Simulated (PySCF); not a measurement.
HAl–PH, singlet: stretch scan

Starting geometry (PBE0/def2-TZVP stationary point for this spin, not checked as a minimum):

```xyz
4

Al    0.0000    0.0033    1.1038
P     0.0000    0.0453   -1.0264
H     0.0000   -0.1169    2.6818
H     0.0000   -1.3656   -0.6878
```

From there P2, H4 move together along the line of the two atoms named below, all else staying in place; atoms are numbered as listed. Energies are in kcal/mol, counted from the starting geometry at the same level.

Basis 6-31G; PySCF 2.14.0. Only valence electrons are correlated (noble-gas cores frozen). R marks a restricted (for open shells ROHF) determinant.

A value is left out where its run failed or describes another state than the reference as far as symmetry and spin tell, or, spin-broken singlets apart, can't be checked.

Full CI isn't at hand for all of this; RCCSDT(Q) serves as the reference, and is uncertain by the last step of the cluster series or more.

```tsv
distance Al1-P2 (Å)	RCCSDT(Q)	error RHF	error RMP2	error RCCSD	error RCCSD(T)	error RCCSDT
1.904	27.3	-3.1	-1.0	-0.5	-0.2	-0.1
2.131	0.0	0.0	0.0	0.0	0.0	0.0
2.316	-2.3	2.4	1.5	0.5	0.2	0.1
2.888	23.2	3.0	10.7	1.8	1.1	0.5
3.846	–	–	–	–	–	–
5.860	–	–	–	–	–	–
```

Errors are those of relative energies. In total energy the starting point itself misses RCCSDT(Q) by: RHF 78.0, RMP2 17.2, RCCSD 3.3, RCCSD(T) 0.8, RCCSDT 0.2 kcal/mol.

Spread of the error over the points with a reference, to 2.888 Å (largest less smallest): RCCSDT 0.5, RCCSD(T) 1.3, RCCSD 2.3, RHF 6.1, RMP2 11.7 kcal/mol.
